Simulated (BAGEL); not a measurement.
# RI-MP2/6-31G(d) (density fitting with qzvpp-jkfit, spherical functions) run of C3H4F2 (SMILES F/C=C\CF)

What is the energy change on altering one bond length of C3H4F2 at RI-MP2/6-31G* (density fitting with qzvpp-jkfit, spherical functions)? 

The calculation is run with BAGEL 1.2.2.

1 further run of the same task is left out (set aside as unsound or not needed).

## (1) Starting point

The species is C3H4F2 (9 atoms), meant as a singlet with charge 0. SMILES: `F/C=C\CF`. Geometry: relaxed at PBE0-D4/def2-TZVP. This is one conformer, not always the lowest.

Bond lengths: F1–C2 1.336 Å, C2–C3 1.320 Å, C3–C4 1.485 Å, C4–F5 1.387 Å, C2–H6 1.084 Å, C3–H7 1.084 Å, C4–H8 1.095 Å, C4–H9 1.091 Å. Some angles: F1–C2–C3 122.6°, C2–C3–C4 124.9°, C3–C4–F5 109.9°, F1–C2–H6 112.2°, C3–C2–H6 125.2°, C2–C3–H7 117.2°, C4–C3–H7 117.9°, C3–C4–H8 111.0°, C3–C4–H9 111.5°, F5–C4–H8 107.0°.

## (2) A single-point energy at RI-MP2/6-31G(d) (density fitting with qzvpp-jkfit, spherical functions)

calc.json reads:

```json
{ "bagel": [

{
  "title": "molecule",
  "basis": "6-31gs.json",
  "df_basis": "qzvpp-jkfit",
  "angstrom": "true",
  "geometry": [
    { "atom": "F", "xyz": [      -1.771300,       0.696200,      -0.764200 ] },
    { "atom": "C", "xyz": [      -0.756800,      -0.083800,      -1.148800 ] },
    { "atom": "C", "xyz": [       0.269900,      -0.355400,      -0.364300 ] },
    { "atom": "C", "xyz": [       0.439500,       0.155200,       1.019400 ] },
    { "atom": "F", "xyz": [       1.656600,       0.811400,       1.133700 ] },
    { "atom": "H", "xyz": [      -0.888900,      -0.458700,      -2.156900 ] },
    { "atom": "H", "xyz": [       1.042400,      -1.001300,      -0.765600 ] },
    { "atom": "H", "xyz": [       0.449800,      -0.666700,       1.742700 ] },
    { "atom": "H", "xyz": [      -0.352600,       0.856800,       1.286900 ] }
  ]
},

{ "title": "hf" },

{ "title": "mp2", "ncore": 5 }

]}
```

The basis set 6-31G* is read from a file made from the Basis Set Exchange's data (not shown).

The run is started by

```bash
$ BAGEL_NUM_THREADS=1 BAGEL calc.json > calc.out
```

What it wrote:

```text
* using 1 threads per process

  ===============================================================
  ===============================================================

  *** Geometry ***

  { "atom" : "F", "xyz" : [     -3.347272,      1.315627,     -1.444129 ] },
  { "atom" : "C", "xyz" : [     -1.430145,     -0.158359,     -2.170917 ] },
  { "atom" : "C", "xyz" : [      0.510037,     -0.671609,     -0.688427 ] },
  { "atom" : "C", "xyz" : [      0.830535,      0.293285,      1.926387 ] },
  { "atom" : "F", "xyz" : [      3.130520,      1.533324,      2.142383 ] },
  { "atom" : "H", "xyz" : [     -1.679778,     -0.866817,     -4.075950 ] },
  { "atom" : "H", "xyz" : [      1.969851,     -1.892183,     -1.446774 ] },
  { "atom" : "H", "xyz" : [      0.849999,     -1.259880,      3.293226 ] },
  { "atom" : "H", "xyz" : [     -0.666317,      1.619117,      2.431889 ] },

  Number of auxiliary basis functions:      451

  Since a DF basis is specified, we compute 2- and 3-index integrals:
    o Being stored without compression. Storage requirement is 0.022 GB

  Number of basis functions:       78
  Number of electrons      :       40

    * METHOD: MOLECULE                             0.78

  *** RHF ***

  === Nuclear Repulsion ===
   168.4425521106

      * DIIS with orbital gradients will be used.

  === RHF iteration (6-31gs.json) ===
      0       -314.57886533          0.01934929           0.12
      1       -314.71243387          0.01087862           0.12
      2       -314.76034859          0.00185788           0.09
      3       -314.76227096          0.00038567           0.11
      4       -314.76236259          0.00013778           0.13
      5       -314.76237717          0.00004320           0.16
      6       -314.76237920          0.00002446           0.15
      7       -314.76237967          0.00000514           0.12
      8       -314.76237970          0.00000221           0.12
      9       -314.76237970          0.00000093           0.11
     10       -314.76237970          0.00000028           0.12
     11       -314.76237970          0.00000010           0.14
     12       -314.76237970          0.00000003           0.10
     13       -314.76237970          0.00000001           0.17
     14       -314.76237970          0.00000000           0.13
    * SCF iteration converged.

    * Permanent dipole moment:
           (    0.287309,     0.734261,     0.344420) a.u.

    * METHOD: HF                                   2.34

  *** RHF ***

  === Nuclear Repulsion ===
   168.4425521106

      * DIIS with orbital gradients will be used.

  === RHF iteration (6-31gs.json) ===
      0       -314.76237970          0.00000000           0.10
    * SCF iteration converged.

    * Permanent dipole moment:
           (    0.287309,     0.734261,     0.344420) a.u.

  === DF-MP2 calculation ===

    * freezing 5 orbitals
    * 3-index integral transformation done
    * assembly done

      MP2 correlation energy:   -0.7111796344      0.13

      MP2 total energy:       -315.4735593354

    * METHOD: MP2                                  0.44

  ===============================================================
```

Run time: 4.2 s. Hardware: 1 thread of Intel Xeon at 2.50GHz (Skylake/Cascade Lake), shared host.

## (3) The distorted shape

calc.json reads:

```json
{ "bagel" : [

{
  "title" : "molecule",
  "basis" : "6-31gs.json",
  "df_basis" : "qzvpp-jkfit",
  "angstrom" : true,
  "geometry" : [
    { "atom" : "F", "xyz" : [   -2.582881,    1.320185,   -0.456527 ] },
    { "atom" : "C", "xyz" : [   -0.756800,   -0.083800,   -1.148800 ] },
    { "atom" : "C", "xyz" : [    0.269900,   -0.355400,   -0.364300 ] },
    { "atom" : "C", "xyz" : [    0.439500,    0.155200,    1.019400 ] },
    { "atom" : "F", "xyz" : [    1.656600,    0.811400,    1.133700 ] },
    { "atom" : "H", "xyz" : [   -0.888900,   -0.458700,   -2.156900 ] },
    { "atom" : "H", "xyz" : [    1.042400,   -1.001300,   -0.765600 ] },
    { "atom" : "H", "xyz" : [    0.449800,   -0.666700,    1.742700 ] },
    { "atom" : "H", "xyz" : [   -0.352600,    0.856800,    1.286900 ] }
  ]
},
{ "title" : "hf" },
{ "title" : "mp2", "ncore" : 5 }

]}
```

The basis set 6-31G* is read from a file made from the Basis Set Exchange's data (not shown).

The run is started by

```bash
$ BAGEL_NUM_THREADS=1 BAGEL calc.json > calc.out
```

What it wrote:

```text
* using 1 threads per process

  ===============================================================
  ===============================================================

  *** Geometry ***

  { "atom" : "F", "xyz" : [     -4.880938,      2.494788,     -0.862711 ] },
  { "atom" : "C", "xyz" : [     -1.430145,     -0.158359,     -2.170917 ] },
  { "atom" : "C", "xyz" : [      0.510037,     -0.671609,     -0.688427 ] },
  { "atom" : "C", "xyz" : [      0.830535,      0.293285,      1.926387 ] },
  { "atom" : "F", "xyz" : [      3.130520,      1.533324,      2.142383 ] },
  { "atom" : "H", "xyz" : [     -1.679778,     -0.866817,     -4.075950 ] },
  { "atom" : "H", "xyz" : [      1.969851,     -1.892183,     -1.446774 ] },
  { "atom" : "H", "xyz" : [      0.849999,     -1.259880,      3.293226 ] },
  { "atom" : "H", "xyz" : [     -0.666317,      1.619117,      2.431889 ] },

  Number of auxiliary basis functions:      451

  Since a DF basis is specified, we compute 2- and 3-index integrals:
    o Being stored without compression. Storage requirement is 0.022 GB

  Number of basis functions:       78
  Number of electrons      :       40

    * METHOD: MOLECULE                             0.53

  *** RHF ***

  === Nuclear Repulsion ===
   150.3727831616

      * DIIS with orbital gradients will be used.

  === RHF iteration (6-31gs.json) ===
      0       -314.19201425          0.02315761           0.11
      1       -314.07707427          0.02956977           0.12
      2       -314.53686900          0.00481135           0.13
      3       -314.54984102          0.00191492           0.13
      4       -314.55215089          0.00051669           0.12
      5       -314.55243608          0.00023178           0.09
      6       -314.55248335          0.00007845           0.15
      7       -314.55249139          0.00003127           0.12
      8       -314.55249200          0.00001469           0.14
      9       -314.55249212          0.00000597           0.10
     10       -314.55249215          0.00000287           0.13
     11       -314.55249216          0.00000130           0.14
     12       -314.55249217          0.00000078           0.11
     13       -314.55249217          0.00000048           0.14
     14       -314.55249217          0.00000021           0.12
     15       -314.55249217          0.00000010           0.15
     16       -314.55249217          0.00000007           0.10
     17       -314.55249217          0.00000003           0.11
     18       -314.55249217          0.00000001           0.13
    * SCF iteration converged.

    * Permanent dipole moment:
           (   -1.540933,     1.898275,     0.494559) a.u.

    * METHOD: HF                                   2.71

  *** RHF ***

  === Nuclear Repulsion ===
   150.3727831616

      * DIIS with orbital gradients will be used.

  === RHF iteration (6-31gs.json) ===
      0       -314.55249217          0.00000001           0.08
    * SCF iteration converged.

    * Permanent dipole moment:
           (   -1.540933,     1.898275,     0.494560) a.u.

  === DF-MP2 calculation ===

    * freezing 5 orbitals
    * 3-index integral transformation done
    * assembly done

      MP2 correlation energy:   -0.7454310933      0.12

      MP2 total energy:       -315.2979232636

    * METHOD: MP2                                  0.34

  ===============================================================
```

Run time: 4.2 s. Hardware: 1 thread of Intel Xeon at 2.50GHz (Skylake/Cascade Lake), shared host.

## (4) Results

Level: RI-MP2/6-31G* (density fitting with qzvpp-jkfit, spherical functions), 5 core orbitals frozen.

| quantity | value |
| --- | --- |
| first shape: total energy | -315.47356 Eh |
| first shape: correlation energy (5 core orbitals frozen) | -711.2 mEh |
| distorted shape: total energy | -315.29792 Eh |
| distorted shape: correlation energy (5 core orbitals frozen) | -745.4 mEh |
| energy change with the F1–C2 bond stretched from 1.336 to 2.405 Å | 4.779 eV |

In words: One bond (distorted shape) is far stretched, which a spin-restricted single reference describes badly; perturbation theory on it can break down and give far too much correlation. With the F1–C2 bond stretched from 1.336 to 2.405 Å the energy rises by 4.78 eV (461 kJ/mol). The first shape isn't relaxed at this level, so the change isn't measured from a minimum. A restricted reference can't describe the breaking bond well at this length.
